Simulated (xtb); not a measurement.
xtb input (GFN2-xTB):

```bash
xtb mol.xyz --gfn 2 --ohess tight --chrg -1 --uhf 0
```
mol.xyz:
```
9

C      0.12868687     1.14014108     0.20317092
C      0.19069850    -1.11426490     0.14652918
C      0.90609345    -0.00087726    -0.44636393
C     -0.58912075    -0.03384816    -0.41196794
H      0.19669556     1.24251903     1.23519801
H      0.17868722     2.10730414    -0.35754348
H      0.13326437    -1.21860355     1.24285204
H      0.13169337    -2.04284489    -0.32165615
H     -1.26388391     0.02490590    -1.27762375
```

Output:

```
           -------------------------------------------------
          |                Calculation Setup                |
           -------------------------------------------------

           -------------------------------------------------
          |                 G F N 2 - x T B                 |
           -------------------------------------------------

        Reference                      10.1021/acs.jctc.8b01176
      * Hamiltonian:
        H0-scaling (s, p, d)           1.850000    2.230000    2.230000
        zeta-weighting                 0.500000
      * Dispersion:
        s8                             2.700000
        a1                             0.520000
        a2                             5.000000
        s9                             5.000000
      * Repulsion:
        kExp                           1.500000    1.000000
        rExp                           1.000000
      * Coulomb:
        alpha                          2.000000
        third order                    shell-resolved
        anisotropic                    true
        a3                             3.000000
        a5                             4.000000
        cn-shift                       1.200000
        cn-exp                         4.000000
        max-rad                        5.000000

          ...................................................
          :                      SETUP                      :
          :.................................................:
          :  # basis functions                  21          :
          :  # atomic orbitals                  21          :
          :  # shells                           13          :
          :  # electrons                        22          :
          :  max. iterations                   250          :
          :  Hamiltonian                  GFN2-xTB          :
          :  restarted?                      false          :
          :  GBSA solvation                  false          :
          :  PC potential                    false          :
          :  electronic temp.          300.0000000     K    :
          :  accuracy                    1.0000000          :
          :  -> integral cutoff          0.2500000E+02      :
          :  -> integral neglect         0.1000000E-07      :
          :  -> SCF convergence          0.1000000E-05 Eh   :
          :  -> wf. convergence          0.1000000E-03 e    :
          :  Broyden damping             0.4000000          :
          :  net charge                         -1          :
          :  unpaired electrons                  0          :
          ...................................................

 iter      E             dE          RMSdq      gap      omega  full diag
   1    -11.2217502 -0.112218E+02  0.403E+00    5.98       0.0  T
   2    -11.2821216 -0.603714E-01  0.288E+00    5.06       1.0  T
   3    -11.2977243 -0.156027E-01  0.144E+00    5.52       1.0  T
   4    -11.2977718 -0.475196E-04  0.399E-01    5.60       1.0  T
   5    -11.2980935 -0.321727E-03  0.117E-01    5.67       1.0  T
   6    -11.2981165 -0.229356E-04  0.474E-02    5.67       1.0  T
[...]
  moments of inertia/u·Å² :        0.2800178E+02   0.5204840E+02   0.5672082E+02
rotational constants/cm⁻¹ :        0.6020200E+00   0.3238838E+00   0.2972036E+00

 * 7 selected distances

     #   Z          #   Z                                           value/Å
     1   6 C        4   6 C                                       1.4840553 (max)
     2   6 C        4   6 C                                       1.4839249
     1   6 C        5   1 H                                       1.1058473
     1   6 C        6   1 H                                       1.0979826
     2   6 C        7   1 H                                       1.1061036
     2   6 C        8   1 H                                       1.0978316
     4   6 C        9   1 H                                       1.0854478 (min)

 * 2 distinct bonds (by element types)

   Z      Z             #   av. dist./Å        max./Å        min./Å
   1 H    6 C           5     1.0986426     1.1061036     1.0854478
   6 C    6 C           2     1.4839901     1.4840553     1.4839249

           -------------------------------------------------
          |               Frequency Printout                |
           -------------------------------------------------
 projected vibrational frequencies (cm⁻¹)
eigval :       -0.00    -0.00    -0.00     0.00     0.00     0.00
eigval :      484.73   724.23   774.51   811.89   897.31   917.71
eigval :      967.07  1001.23  1021.97  1072.35  1075.29  1117.29
eigval :     1256.31  1324.65  1491.49  1530.87  2687.51  2724.62
eigval :     2848.85  2866.11  2923.61
 reduced masses (amu)
   1:  9.00   2: 10.41   3:  9.41   4: 10.21   5: 10.63   6:  9.99   7:  6.93   8:  7.24
   9:  4.81  10:  6.68  11:  6.94  12:  5.97  13:  1.89  14:  4.10  15:  4.00  16:  7.05
  17:  4.03  18:  6.17  19: 10.02  20:  9.45  21:  2.26  22:  3.47  23:  1.83  24:  1.76
  25:  1.60  26:  1.54  27:  1.85
 IR intensities (km·mol⁻¹)
   1:  1.40   2: 13.49   3:  9.25   4: 14.63   5: 16.10   6: 14.96   7:  1.49   8:  1.33
   9:  6.54  10:  8.40  11:  1.20  12:  0.06  13: 25.88  14:  0.01  15:  2.26  16:  9.24
  17:  0.06  18: 10.11  19: 28.01  20:  0.93  21: 90.11  22: 26.01  23: 10.73  24:645.16
  25:614.32  26: 28.96  27:314.51
 Raman intensities (Ä⁴*amu⁻¹)
   1:  0.00   2:  0.00   3:  0.00   4:  0.00   5:  0.00   6:  0.00   7:  0.00   8:  0.00
   9:  0.00  10:  0.00  11:  0.00  12:  0.00  13:  0.00  14:  0.00  15:  0.00  16:  0.00
  17:  0.00  18:  0.00  19:  0.00  20:  0.00  21:  0.00  22:  0.00  23:  0.00  24:  0.00
  25:  0.00  26:  0.00  27:  0.00
 output can be read by thermo (or use thermo option).
 writing <g98.out> molden fake output.
 recommended (thermochemical) frequency scaling factor: 1.0
           -------------------------------------------------
          |             Thermodynamic Functions             |
           -------------------------------------------------

cs  symmetry found (for desy threshold:  0.10E+00) used in thermo

          ...................................................
          :                      SETUP                      :
          :.................................................:
          :  # frequencies                          21      :
          :  # imaginary freq.                       0      :
          :  linear?                             false      :
          :  only rotor calc.                    false      :
          :  symmetry                               cs      :
          :  rotational number                       1      :
          :  scaling factor                  1.0000000      :
          :  rotor cutoff                   50.0000000 cm⁻¹ :
          :  imag. cutoff                  -20.0000000 cm⁻¹ :
          :.................................................:

    mode    ω/cm⁻¹     T·S(HO)/kcal·mol⁻¹    T·S(FR)/kcal·mol⁻¹   T·S(vib)
Note: The following floating-point exceptions are signalling: IEEE_UNDERFLOW_FLAG IEEE_DENORMAL
normal termination of xtb
   ------------------------------------------------------------------------
   ------------------------------------------------------------------------

   temp. (K)  partition function   enthalpy   heat capacity  entropy
                                   cal/mol     cal/K/mol   cal/K/mol   J/K/mol
 298.15  VIB   1.28                  520.203      6.843      2.237
         ROT  0.220E+05              888.752      2.981     22.848
         INT  0.281E+05             1408.955      9.824     25.085
         TR   0.374E+27             1481.254      4.968     37.813
         TOT                        2890.2094    14.7920    62.8977   263.1640

       T/K    H(0)-H(T)+PV         H(T)/Eh          T*S/Eh         G(T)/Eh
   ------------------------------------------------------------------------
    298.15    0.460584E-02    0.741346E-01    0.298847E-01    0.442499E-01
   ------------------------------------------------------------------------

         :::::::::::::::::::::::::::::::::::::::::::::::::::::
         ::                  THERMODYNAMIC                  ::
         :::::::::::::::::::::::::::::::::::::::::::::::::::::
         :: total free energy         -11.090336383648 Eh   ::
         ::.................................................::
         :: total energy              -11.134586270724 Eh   ::
         :: zero point energy           0.069528778020 Eh   ::
         :: G(RRHO) w/o ZPVE           -0.025278890944 Eh   ::
         :: G(RRHO) contrib.            0.044249887076 Eh   ::
         :::::::::::::::::::::::::::::::::::::::::::::::::::::

optimized geometry written to: xtbopt.xyz

           -------------------------------------------------
          | TOTAL ENERGY              -11.134586270724 Eh   |
          | TOTAL ENTHALPY            -11.060451650840 Eh   |
          | TOTAL FREE ENERGY         -11.090336383648 Eh   |
          | GRADIENT NORM               0.000302176834 Eh/α |
          | HOMO-LUMO GAP               6.705960723999 eV   |
           -------------------------------------------------

------------------------------------------------------------------------
------------------------------------------------------------------------
 total:
 SCF:
 ANC optimizer:
 analytical hessian:
```

It need not be the lowest isomer of its formula. Whether it binds its extra electron was not tested at this geometry.
